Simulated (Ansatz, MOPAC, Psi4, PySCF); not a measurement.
Species: propyne, C₃H₄, net charge 0, singlet state. SMILES: C(#C)C
Structure (B3LYP-D3(BJ)/def2-TZVP (Ansatz, a quantum-chemistry and plane-wave program) minimum search):
```xyz
7

C     -0.0011    -0.0004     0.2181
C     -0.0068    -0.0029     1.4176
C      0.0060     0.0025    -1.2360
H     -0.0119    -0.0051     2.4795
H      0.0152     1.0232    -1.6237
H      0.8874    -0.5130    -1.6226
H     -0.8790    -0.5002    -1.6311
```

Property: enthalpy of formation at 298 K, in kcal/mol. Set-up: PM7 with its own dispersion and hydrogen-bond terms; open shells spin-unrestricted; dispersion terms only where a functional's name holds one; six Cartesian d functions in 6-31G* and its kin unless marked 5d; 6-311+G** with 5d; spin-orbit terms left out; valence correlation only; non-relativistic. Basis-set limits of correlation are two-point, X^-3; Hartree-Fock from the larger set. The bracket is a focal-point correction in the basis named. Ab initio and DFT rows: single points at B3LYP-D3(BJ) geometries (Ansatz), with unscaled harmonic terms from B3LYP/6-31G* at its own minima, enthalpies of formation by atomisation with measured atoms. Semi-empirical rows: MOPAC heats of formation at their own minima for 298 K.

Measured values: Active Thermochemical Tables 1.112 (ions: stationary electron), as tabulated in the package chemicals; they hold spin-orbit and core effects, anharmonicity. 

Value to compare with, the measured value: 44.4 kcal/mol.

```csv
level,program,enthalpy of formation at 298 K (kcal/mol),error
PM7,MOPAC,46.1,1.7
HF/3-21G,Ansatz,249.7,205.3
PBE/def2-SVP,Ansatz,25.4,-19.0
BP86/6-31G* (5d),PySCF,26.7,-17.7
B3LYP/6-31G,Ansatz,61.6,17.2
B3LYP/def2-SVP,Ansatz,45.0,0.6
PBE0/6-311+G**,Ansatz,45.9,1.5
M06-2X/6-311+G**,PySCF,49.6,5.2
wB97X-D/6-311+G**,Psi4,52.4,8.0
B3LYP/def2-TZVPD,Ansatz,48.0,3.6
B3LYP-D3(BJ)/def2-TZVPD,Ansatz + dftd3,44.4,0.0
"RI-MP2/CBS(aug-cc-pVTZ,aug-cc-pVQZ)+[CCSD(T)-MP2]/aug-cc-pVTZ",Ansatz,46.7,2.3
```

Among the 9 habitual levels, HF/3-21G lies farthest from the measured value (205.3 kcal/mol); 7 of 9 lie above it, and their mean absolute error is 30.7 kcal/mol, the median 8.0. One case shows no general order.

The levels are drawn from those run, B3LYP/6-31G* more often than the rest, none by its result; runs whose electronic state is in doubt are left out.
